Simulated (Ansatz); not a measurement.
**Worked example: correlation energy of Cr–CH2⁺, sextet**

Geometry: displaced at random from a stationary point.

| atom | x (Å) | y (Å) | z (Å) |
| --- | --- | --- | --- |
| Cr | 0.0314 | 0.0001 | 0.4402 |
| C | -0.1335 | 0.0084 | -1.5416 |
| H | -0.0568 | 0.8729 | -2.1774 |
| H | 0.0263 | -0.9761 | -2.1592 |

Basis def2-SVP; Ansatz 0.2.0. Correlated methods freeze the noble-gas cores, which leaves 11 electrons in 45 orbitals. Prefix R: restricted or restricted open-shell reference; prefix U: unrestricted. No spin–orbit coupling is included, and no scalar relativity. The metal's outer-core shells are frozen, which leaves out core–valence correlation.

Full CI isn't at hand for all of this; UCCSDT(Q) serves as the reference, and is uncertain by the last step of the cluster series or more.

UCCSD has a T1 diagnostic of 0.076 and a largest doubles amplitude of 0.07.

The cluster runs stand on a determinant 0.12 eV above the lowest UHF solution, chosen by a search with trial CCSD; the correlation energy below is counted from it.

Runs differ by some tens of microhartree through their thresholds and, for an open shell, their frozen cores, so steps under 0.03 kcal/mol mean nothing.

Here the R and U totals at CCSDT(Q) differ by 0.44 kcal/mol, a measure of how far such totals hang on the determinant and its frozen core.

```csv
level,total energy (hartree)
UHF determinant under the cluster runs,-1081.863617
UMP2,-1082.045439
UCCSD,-1082.078847
UCCSD(T),-1082.085888
UCCSDT,-1082.087389
UCCSDT(Q),-1082.088036
```

Question: What is the correlation energy at UCCSDT(Q), and what share of it do UMP2 and UCCSD recover?

Answer: E(corr) = -1082.088036 − (-1081.863617) = -0.224419 hartree = -6.107 eV. UMP2: -0.181822 / -0.224419 = 81.02 %. UCCSD: -0.215230 / -0.224419 = 95.91 %.

Question: By how many kcal/mol does UCCSD(T) miss UCCSDT(Q) (1 hartree = 627.509 kcal/mol), and which steps make up the rest?

Answer: -1082.085888 − (-1082.088036) = 0.002148 hartree = 1.35 kcal/mol. Steps: UCCSDT − UCCSD(T) = -0.94, UCCSDT(Q) − UCCSDT = -0.41 kcal/mol. Differences between like states or geometries often cancel part of this.
